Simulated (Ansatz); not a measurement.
**Equation of state of Ca**

```cif
data_structure
_symmetry_space_group_name_H-M 'Fm-3m'
_symmetry_Int_Tables_number 225
_cell_length_a 5.5243
_cell_length_b 5.5243
_cell_length_c 5.5243
_cell_angle_alpha 90.000
_cell_angle_beta 90.000
_cell_angle_gamma 90.000
_cell_volume 168.59
loop_
_atom_site_label
_atom_site_type_symbol
_atom_site_symmetry_multiplicity
_atom_site_Wyckoff_symbol
_atom_site_fract_x
_atom_site_fract_y
_atom_site_fract_z
_atom_site_occupancy
Ca1 Ca 4 a 0.00000 0.00000 0.00000 1
```

The runs use the primitive cell with vectors (0.000, 2.762, 2.762), (2.762, 0.000, 2.762), (2.762, 2.762, 0.000) Å, to which the k mesh refers.

The structure comes from a relaxation in the same program, started in the fcc type, and has space group Fm-3m. Whether it is a known phase or the ground state wasn't checked.

Methods: DFT, PBE, all-electron LAPW, scalar-relativistic (Ansatz 0.2.0); DFT, PBE, PAW with Ansatz's default frozen-core files, scalar-relativistic (Ansatz 0.2.0).

For LAPW: a Γ-centred 11×11×11 k mesh, Fermi–Dirac smearing of 0.03 eV, basis error target 1 meV/atom, no spin polarisation. PAW takes a cutoff of 420 eV at this cell. The Ansatz runs share mesh, smearing and spin set-up. Plane-wave (PAW) pressures include the program's estimate of the Pulay term.

The cell above is scaled evenly, with fractional coordinates and shape held.

```tsv
V/V(cell)	V (Å³/atom)	P, LAPW (GPa)	P, PAW (GPa)
0.9405	39.639	1.19	1.19
0.9700	40.882	0.57	0.56
1.0000	42.147	0.00	0.00
1.0300	43.411	-0.49	-0.49
1.0600	44.676	-0.92	-0.92
```

Task: What do Birch–Murnaghan fits to the pressures give?

Result: LAPW: V0 = 42.16 Å³/atom, B0 = 17 GPa, B0′ = 3.4; PAW: V0 = 42.15 Å³/atom, B0 = 17 GPa, B0′ = 3.4.

PAW's V0 lies -0.01 % from the all-electron value and its B0 0.0 %. Symmetry fixes shape and coordinates here, so this is the relaxed modulus.
